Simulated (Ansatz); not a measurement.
Grey tin (α-Sn) was calculated with PBEsol+SOC in Ansatz (plane waves, PAW).

Run with plane-wave cutoff 520 eV, 20×20×20 k mesh, Fermi–Dirac smearing 0.05 eV, PAW data made under PBE.

Computed at the level's own relaxed cell.

### Question
Predict the elastic constant C12, Voigt–Reuss–Hill shear modulus (Hill average), elastic constant C44 and elastic constant C11.

### Answer

elastic constant C12: 30.9 GPa
Voigt–Reuss–Hill shear modulus (Hill average): 21.9 GPa
elastic constant C44: 27.6 GPa
elastic constant C11: 62.0 GPa

Measured, for comparison: elastic constant C12 29.3 GPa, elastic constant C44 36.2 GPa, elastic constant C11 69 GPa (low temperature, zero-point motion not removed; as tabulated in Tanner et al. (2021), arXiv:2110.11888). Computed (rounded) less measured: elastic constant C12 +5 %, elastic constant C44 -24 %, elastic constant C11 -10 %.

Note: the solid has no gap at this level, which affects its response.

Elastic constants are with the ions relaxed.

Ansatz is an electronic-structure program.
